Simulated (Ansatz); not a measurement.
**Worked example: correlation energy of [H···H···F], doublet**

Geometry: a point of a hydrogen-transfer path between rigid fragments, not a stationary point.

```yaml
atoms:
  - { symbol: H, position_ang: [0.0000, 0.0000, -0.9837] }
  - { symbol: H, position_ang: [0.0000, 0.0000, -0.1687] }
  - { symbol: F, position_ang: [0.0000, 0.0000, 1.1523] }
```

Basis cc-pVDZ; Ansatz 0.2.0. Correlated methods freeze the noble-gas cores, which leaves 9 electrons in 23 orbitals. R marks a restricted (for open shells ROHF) determinant, U an unrestricted one.

Full CI is exact within this basis and frozen core; it isn't the basis-set limit. The frozen core follows each run's orbitals, which can shift R against U totals by a few meV.

Runs differ by some tens of microhartree through their thresholds and, for an open shell, their frozen cores, so steps under 0.1 kcal/mol mean nothing.

```json
{"level": "UHF", "total energy (hartree)": "-100.474074"}
{"level": "UMP2", "total energy (hartree)": "-100.658420"}
{"level": "UCCSD", "total energy (hartree)": "-100.679661"}
{"level": "UCCSD(T)", "total energy (hartree)": "-100.681736"}
{"level": "UCCSDT", "total energy (hartree)": "-100.681962"}
{"level": "UCCSDT(Q)", "total energy (hartree)": "-100.682253"}
{"level": "UCCSDTQ", "total energy (hartree)": "-100.682253"}
{"level": "full CI", "total energy (hartree)": "-100.682244"}
```

Task: What is the correlation energy at full CI, and what share of it do UMP2 and UCCSDT recover?

Result: E(corr) = -100.682244 − (-100.474074) = -0.208170 hartree = -5.665 eV. UMP2: -0.184346 / -0.208170 = 88.56 %. UCCSDT: -0.207888 / -0.208170 = 99.86 %.

Task: By how many kcal/mol does UCCSD(T) miss full CI (1 hartree = 627.509 kcal/mol), and which steps make up the rest?

Result: -100.681736 − (-100.682244) = 0.000508 hartree = 0.32 kcal/mol. Steps: UCCSDT − UCCSD(T) = -0.14, UCCSDT(Q) − UCCSDT = -0.18, UCCSDTQ − UCCSDT(Q) = 0.00, full CI − UCCSDTQ = 0.01 kcal/mol. That is within 1 kcal/mol of the reference in this basis, which itself misses far more of the correlation at the basis-set limit.
